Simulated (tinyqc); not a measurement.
Worked calculation: Pariser-Parr-Pople SCF with singles CI, for the molecule C=C1C=CN=C1 (SMILES; centres numbered as the heavy atoms are written). One step of it, computed by the program tinyqc.

Question. PPP integrals. Mataga-Nishimoto: gamma = 14.399645/(R + a), a = 2 x 14.399645/(gamma_rr + gamma_ss); H_rr = -W_r - sum_(s != r) z_s gamma_rs; H_rs = beta for bonds.

Centres (angstrom, eV; a flat drawing with bonds scaled to 1.40 angstrom):
```
centre          x          y  core charge z          W   gamma_rr
1C       2.159000   0.000000              1  11.570000   9.540000
2C       0.759000   0.000000              1  11.570000   9.540000
3C      -0.064000   1.133000              1  11.570000   9.540000
4C      -1.395000   0.700000              1  11.570000   9.540000
5N      -1.395000  -0.700000              1  12.700000  12.450000
6C      -0.064000  -1.133000              1  11.570000   9.540000
```

Resonance integrals (eV):
```
i  j       beta
1  2  -2.390000
2  3  -2.390000
3  4  -2.390000
4  5  -2.350000
5  6  -2.350000
6  2  -2.390000
```

Give: repulsion gamma_rs; core matrix H.

Answer.

repulsion gamma_rs (eV), lower triangle:
```
        1C      2C      3C      4C       5N      6C
1C  9.5400
2C  4.9494  9.5400
3C  3.5959  4.9487  9.5400
4C  2.8060  3.8152  4.9499  9.5400
5N  2.9197  4.0284  4.0280  5.3142  12.4500
6C  3.5959  4.9487  3.8141  3.8148   5.3149  9.5400
```

core matrix H (eV), lower triangle:
```
          1C        2C        3C        4C        5N        6C
1C  -29.4368
2C   -2.3900  -34.2604
3C    0.0000   -2.3900  -32.9066
4C    0.0000    0.0000   -2.3900  -32.2702
5N    0.0000    0.0000    0.0000   -2.3500  -34.3051
6C    0.0000   -2.3900    0.0000    0.0000   -2.3500  -33.0584
```
